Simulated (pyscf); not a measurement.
This saddle point was located with ωB97X-D3(BJ)/def2-SVP in PySCF.

```
O
Si 1 1.6587
Si 1 1.6683 2 132.85
H 2 1.4843 1 113.67 3 51.05
H 3 1.4865 1 107.84 2 -158.71
H 3 1.4898 5 110.01 1 -120.66
H 3 1.4923 5 108.93 6 -119.98
H 2 1.4968 4 110.31 1 -116.89
H 2 1.6368 4 105.93 8 -115.92
O 9 1.3553 2 94.00 4 -70.91
H 10 0.9746 9 95.77 2 -105.67
```
Charge 0, spin multiplicity 2.

Surface: doublet, charge 0. Lowest wavenumbers (cm⁻¹): 1002i, 69, 105, 146, 159.

### Question
What reaction is this the transition state of?

### Answer
`[OH][SiH2][O][SiH3]` + `[H]` [doublet] ⇌ `[SiH2][O][SiH3]` [doublet] + `[OH2]`, a substitution at O read from left to right: O–Si broken and H–O formed. At ωB97M-D3(BJ)/def2-TZVP it lies +135.4 kJ/mol from the left side and +82.6 kJ/mol from the right (each side as separated species at their lowest minima found). On the product side the descent ends in a complex (not fully relaxed), 20.3 kJ/mol under the separated species and 98.6 kJ/mol under the saddle at ωB97X-D3(BJ)/def2-TZVP. At the saddle there is also a short H–Si contact that neither side keeps. This is the saddle that the search found; another between the same sides may lie lower. The angle at the attacked O is 48° (front-side attack).
